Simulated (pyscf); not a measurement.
Optimised with ωB97X-D3(BJ)/def2-SVP in PySCF.

Q: Estimate by transition-state theory (the high-pressure limit) the rate constant of `[CH3][CH2][Be][CH2][CH3]` → `[BeH][CH2][CH3]` + `[CH2]=[CH2]` (singlet surface; Be–C, C–H broken, Be–H formed) at 900 K, with ωB97M-D3(BJ)/def2-TZVP energies (ideal gas, 1 atm, RRHO with modes under 100 cm⁻¹ raised to 100, one conformer, R ln 2 for chiral ones without a mode under 150 cm⁻¹; no tunnelling).

A: The electronic barrier is 35.2 kcal/mol and the thermal terms add -0.7, so ΔG‡ = 34.6 kcal/mol. With k_BT/h = 1.88e+13 s⁻¹ and RT = 1.788 kcal/mol, k = 7.6e+04 s⁻¹, a half-life of 9.2e-06 s through this channel alone. Wigner's tunnelling factor for 601i cm⁻¹ would be 1.04. A shift of 1 kcal/mol in the barrier changes k by a factor 1.7. On the reactant side the descent ends in a point that may be a rotor saddle (no frequency run), 2.4 kcal/mol over the lowest minimum found and 33.8 kcal/mol under the saddle at ωB97X-D3(BJ)/def2-TZVP. On the product side the descent ends in a complex, 5.8 kcal/mol under the separated species and 6.5 kcal/mol under the saddle at ωB97X-D3(BJ)/def2-TZVP. At the saddle there is also a short Be–C contact that neither side keeps. HBe–CH₂–CH₃ lies 18.0 kcal/mol over its isomer H₃C–Be–CH₃ (electronic energy, ωB97M-D3(BJ)/def2-TZVP). One saddle was located; it need not be the lowest between these sides.
